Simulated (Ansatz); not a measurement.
# P₂H₄+ (doublet): from Hartree-Fock to the top rungs, cc-pVDZ

One table from this session's results is given with a row withheld; the runs are named, their logs left out.

Method: cc-pVDZ, core rule «outside noble gas», up to 10 orbitals frozen; program: Ansatz 0.2.0, Gaussian basis.

The runs, in order: UHF; CCSD(T) on ROHF; CCSD(T) on UHF; BCCD(T) on ROHF; CISD; CCSDT(Q) on ROHF; CCSDT(Q) on UHF.

27 further runs of the same task are left out: 4 for a known fault of the program, 6 that didn't finish, 17 set aside as unsound or not needed.

## The system

The geometry is a PBE0/def2-TZVP stationary point (not a proven minimum) of the parent state, kept for this charge and spin.

6 atoms, charge 1, spin multiplicity 2.

Atoms are counted from 1 here; the program's logs count them from 0.

Bond lengths: P1–H3 1.432 Å, P1–H4 1.419 Å, P2–H5 1.423 Å, P2–H6 1.423 Å. Angles: H3–P1–H4 92.7°, H5–P2–H6 91.9°.

Set-up of the first run:

in.yaml reads:

```yaml
crystal:
  periodic: [false, false, false]
  atoms:
    - {symbol: P, position_ang: [0.000410, 0.075491, 1.482258]}
    - {symbol: P, position_ang: [-0.001097, -0.100946, -1.530751]}
    - {symbol: H, position_ang: [0.001413, 0.336220, 2.890757]}
    - {symbol: H, position_ang: [-0.002702, -1.330867, 1.673933]}
    - {symbol: H, position_ang: [1.033146, 0.875712, -1.536829]}
    - {symbol: H, position_ang: [-1.010723, 0.901145, -1.537658]}
basis:
  gaussian: {orbitals: cc-pVDZ}
total_charge: 1
magnetization: {spin_polarized: true, initial_magnetization: 1}
hamiltonian: {xc: hf}
output: {orbitals: {seedname: orbitals}}
```

Started as:

```sh
$ ansatz run in.yaml --threads 1 --pin off --events-out ev --progress --plain --max-ram 2393MiB
```

Steps of the session up to this table: UHF; CCSD(T) on ROHF; CCSD(T) on UHF; BCCD(T) on ROHF; CISD; CCSDT(Q) on ROHF; CCSDT(Q) on UHF.

One table of the session follows, with a row left open; its other results are not shown here.

```
   method  from UCCSDT(Q) (kJ/mol)
     ROHF                   +742.3
      UHF                   +724.2
     RMP2                   +163.0
     UMP2                        ?
     CISD                   +100.6
    RCCSD                    +26.6
    UCCSD                    +26.6
 RCCSD(T)                     +5.7
 UCCSD(T)                     +6.1
  BCCD(T)                     +5.7
   RCCSDT                     +1.3
   UCCSDT                     +1.3
RCCSDT(Q)                     +0.1
UCCSDT(Q)                        0
```

Estimate the missing values for UMP2.

The run gave: from UCCSDT(Q) (kJ/mol): +169.0. In the column «from UCCSDT(Q) (kJ/mol)» it lies between RMP2 (+163.0) and UHF (+724.2).

To keep in mind: Restricted and unrestricted rows rest on different reference determinants; where their highest levels disagree by more than a few hundredths of an eV, they describe different states and don't form one ladder.
